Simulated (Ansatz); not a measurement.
One change: `[AlH2][SiH2]P` becomes `F[SiH2][AlH2]`.

Ansatz, PBE0-D4/def2-TZVP geometries, multiplicity 1. Each molecule was computed in one conformer, which needn't be the lowest.

```json
{"property": "LUMO energy (ωB97M-V/def2-TZVPP) / eV", "`[AlH2][SiH2]P`": "-0.58"}
{"property": "HOMO energy (B3LYP/def2-TZVPP) / eV", "`[AlH2][SiH2]P`": "-7.20"}
{"property": "HOMO–LUMO gap (PBE0/def2-TZVPP) / eV", "`[AlH2][SiH2]P`": "5.22"}
{"property": "LUMO energy (B3LYP/def2-TZVPP) / eV", "`[AlH2][SiH2]P`": "-2.39"}
{"property": "LUMO energy (PBE0/def2-TZVPP) / eV", "`[AlH2][SiH2]P`": "-2.20"}
{"property": "size of the dipole moment (PBE/def2-TZVPP) / D", "`[AlH2][SiH2]P`": "0.65"}
```

(1) Give the same properties after the change, and the shifts. (An estimate is asked.)

Answers

(1) Computed: 
| property | `F[SiH2][AlH2]` | shift |
| --- | --- | --- |
| LUMO energy (ωB97M-V/def2-TZVPP) / eV | -0.62 | -0.04 |
| HOMO energy (B3LYP/def2-TZVPP) / eV | -7.47 | -0.27 |
| HOMO–LUMO gap (PBE0/def2-TZVPP) / eV | 5.38 | 0.16 |
| LUMO energy (B3LYP/def2-TZVPP) / eV | -2.46 | -0.07 |
| LUMO energy (PBE0/def2-TZVPP) / eV | -2.27 | -0.07 |
| size of the dipole moment (PBE/def2-TZVPP) / D | 1.21 | 0.56 |

With PBE0 the HOMO falls by 0.23 eV and the LUMO falls by 0.07 eV, so the gap widens by about 0.16 eV. PBE moves the HOMO by -0.14 eV and ωB97M-V by -0.25 eV. Dipoles are sizes alone; their direction can turn.

B3LYP here is the variant with VWN-RPA as its local correlation; programs differ in this.
